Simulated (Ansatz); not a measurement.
# Structure relaxation of BaIr3

These are results of Ansatz 0.2.0, DFT PBE, scalar-relativistic, plane waves, PAW, not measurements. Cutoff 420 eV, Γ-centred k mesh, Gaussian smearing, no spin polarisation in the final step.

The start puts BaIr3 on the Cu3Au (L1_2) structure type (Pm-3m, No. 221), with Ba in place of Au, Ir in place of Cu, at a guessed volume.

```yaml
crystal:
  lattice:
    - [4.23840, 0.00000, 0.00000]
    - [0.00000, 4.23840, 0.00000]
    - [0.00000, 0.00000, 4.23840]
  atoms:
    - { symbol: Ba, position: [0.00000, 0.00000, 0.00000] }
    - { symbol: Ir, position: [0.00000, 0.50000, 0.50000] }
    - { symbol: Ir, position: [0.50000, 0.00000, 0.50000] }
    - { symbol: Ir, position: [0.50000, 0.50000, 0.00000] }
```

Cell and atoms relax at zero pressure; the relaxation can't lower the symmetry of the start.

The zero of energy is the elements' standard structures at the same level; no fitted shifts are applied.

Question: What does it relax into?

Answer: It keeps Pm-3m (No. 221). The result has the Cu3Au (L1_2) structure. Conventional cell: a = 4.222 Å. Around Ba lie 12 Ir at 2.99 Å; Ir is coordinated by 4 Ba at 2.99 Å and 8 Ir at 2.99 Å.

Space group Pm-3m (No. 221). a = 4.222 Å, b = 4.222 Å, c = 4.222 Å, α = 90.00°, β = 90.00°, γ = 90.00°
```csv
atom,site,symmetry,x,y,z
Ba,1a,m-3m,0.0000,0.0000,0.0000
Ir,3c,4/mm.m,0.0000,0.5000,0.5000
```

Question: What are its volume, energy, density and gap?

Answer: The volume per atom is 18.81 Å³, the density is 15.76 g/cm³ and the energy over the elements is 0.82 eV/atom. The gap on the 12×12×12 mesh is 0 eV (a metal).

The final run used a 12×12×12 mesh on its 4-atom cell and 0.10 eV smearing. For metals, differences of a few meV/atom aren't resolved. Spin–orbit coupling is left out. Symmetry constrained the relaxation, so the result can be a saddle point.

Cost: 2 runs of about 1.2 core-minutes in all, on Arm Neoverse V2 (shared hosts).